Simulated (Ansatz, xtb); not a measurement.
## C4H7FO: which of two isomers lies lower

We compare a, `C[C@@H]1C[C@H](F)O1`, a singlet, with b, `C[C@@H]1C[C@@H](F)O1`, a singlet. Both are isolated molecules in the gas phase, relaxed with PBE-D3(BJ)/def2-SVP.

Q: Estimate E(b) − E(a) at the level CCSD(T)/def2-SVP + ΔMP2/def2-TZVPP.

A: CCSD(T)/def2-SVP + ΔMP2/def2-TZVPP gives E(b) − E(a) = +0.74 kJ/mol, slightly favouring structure a, which is too small a margin to settle the true order.

How the difference moves with the method:

```csv
level,geometry,E(b) − E(a) (kJ/mol),departure from the last row (kJ/mol),"job, with rough time for the two"
GFN2-xTB,GFN2-xTB,+0.66,−0.08,"optimisation, 0.43 s"
HF/STO-3G,GFN2-xTB,−0.17,−0.91,"single point, 1.4 s"
r2SCAN-D4/def2-SVP,GFN2-xTB,+1.28,+0.54,"single point, 9.6 s"
PBE-D3(BJ)/def2-SVP,PBE-D3(BJ)/def2-SVP,+1.14,+0.41,"optimisation, 60 s"
HF/def2-SVP,PBE-D3(BJ)/def2-SVP,+0.83,+0.09,part of the CCSD(T) run
MP2/def2-SVP,PBE-D3(BJ)/def2-SVP,+1.07,+0.33,part of the CCSD(T) run
CCSD(T)/def2-SVP,PBE-D3(BJ)/def2-SVP,+1.06,+0.32,single point
CCSD(T)/def2-SVP + ΔMP2/def2-TZVPP,PBE-D3(BJ)/def2-SVP,+0.74,,"single point, 2.3 min"
```

As drawn, both hold the same kinds of bond in the same numbers.

The largest departure from CCSD(T)/def2-SVP + ΔMP2/def2-TZVPP is that of HF/STO-3G, 0.91 kJ/mol. The last row adds to CCSD(T) the change of the MP2 difference between the two basis sets, here −0.32 kJ/mol.

With thermal terms from frequencies at re-optimised GFN2-xTB minima (ideal gas, soft modes damped towards free rotors, one conformer each, 298.15 K, 1 atm): on the last row, ΔE + ΔZPE = +0.55, ΔH = +0.69, ΔG = +0.48 kJ/mol.

The correlated steps freeze 6 core orbitals. Codes used: Ansatz 0.2.0, xtb 6.7.1; the last row on 2 threads of AMD EPYC (Zen 3) on a shared host.
